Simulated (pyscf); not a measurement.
Optimised with ωB97X-D3(BJ)/def2-SVP in PySCF.

### Question
F–CH(F)–Si(F)(F)–F (SMILES FC(F)[Si](F)(F)F) + H₂O (SMILES O) -> HO–Si(F)(F)–F (SMILES O[Si](F)(F)F) + F–CH₂–F (SMILES FCF)
Surface: singlet. Broken: C–Si, H–O. Formed: O–Si, C–H. Give ΔE‡ and ΔE from ωB97M-D3(BJ)/def2-TZVP, relative to the separated reactants.

### Answer
ΔE‡ = 35.6 kcal/mol, ΔE = -37.7 kcal/mol. Zero-point energy shifts the barrier by -0.2 kcal/mol. It is a four-centre exchange, with an imaginary mode of 1441i cm⁻¹. On the reactant side the descent ends in an adduct with a O–Si contact (not fully relaxed), 6.4 kcal/mol under the separated species and 42.9 kcal/mol under the saddle at ωB97X-D3(BJ)/def2-TZVP. What is counted as formed (O–Si) is already present as a longer contact in the reactant adduct; forming that adduct is a step of its own. This is the saddle that the search found; another between the same sides may lie lower.
